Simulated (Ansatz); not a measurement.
**Structure relaxation of CsCu3**

Computed with DFT PBE, scalar-relativistic, plane waves, PAW in Ansatz 0.2.0. Cutoff 420 eV, Γ-centred k mesh, Gaussian smearing, no spin polarisation in the final step.

CsCu3 was placed on the Cu3Au (L1_2) structure type (Pm-3m, No. 221), with Cs in place of Au, at a guessed volume.

```yaml
crystal:
  lattice:
    - [4.34265, 0.00000, 0.00000]
    - [0.00000, 4.34265, 0.00000]
    - [0.00000, 0.00000, 4.34265]
  atoms:
    - { symbol: Cs, position: [0.00000, 0.00000, 0.00000] }
    - { symbol: Cu, position: [0.00000, 0.50000, 0.50000] }
    - { symbol: Cu, position: [0.50000, 0.00000, 0.50000] }
    - { symbol: Cu, position: [0.50000, 0.50000, 0.00000] }
```

Cell and atoms relax at zero pressure; the relaxation can't lower the symmetry of the start.

The zero of energy is the elements' standard structures at the same level; no fitted shifts are applied.

Question: What does it relax into?

Answer: It keeps Pm-3m (No. 221). The result has the Cu3Au (L1_2) structure. Conventional cell: a = 4.452 Å. Around Cs lie 12 Cu at 3.15 Å; Cu has 4 Cs at 3.15 Å and 8 Cu at 3.15 Å.

```cif
data_structure
_symmetry_space_group_name_H-M 'Pm-3m'
_symmetry_Int_Tables_number 221
_cell_length_a 4.4520
_cell_length_b 4.4520
_cell_length_c 4.4520
_cell_angle_alpha 90.000
_cell_angle_beta 90.000
_cell_angle_gamma 90.000
_cell_volume 88.24
loop_
_atom_site_label
_atom_site_type_symbol
_atom_site_symmetry_multiplicity
_atom_site_Wyckoff_symbol
_atom_site_fract_x
_atom_site_fract_y
_atom_site_fract_z
_atom_site_occupancy
Cs1 Cs 1 a 0.00000 0.00000 0.00000 1
Cu1 Cu 3 c 0.00000 0.50000 0.50000 1
```

Question: What are its volume, energy, density and gap?

Answer: The volume per atom is 22.06 Å³ and the density is 6.09 g/cm³. The energy over the elements is 1.08 eV/atom and the gap on the 10×10×10 mesh is 0 eV (a metal).

The final run used a 10×10×10 mesh on its 4-atom cell and 0.10 eV smearing. The k mesh leaves about 4 meV/atom of noise in metals. A structure relaxed within its symmetry needn't be a true minimum. The steps took of the order of 80 core-seconds in all.

Cost: 3 runs of about 1.3 core-minutes in all, on Arm Neoverse V2 (shared hosts).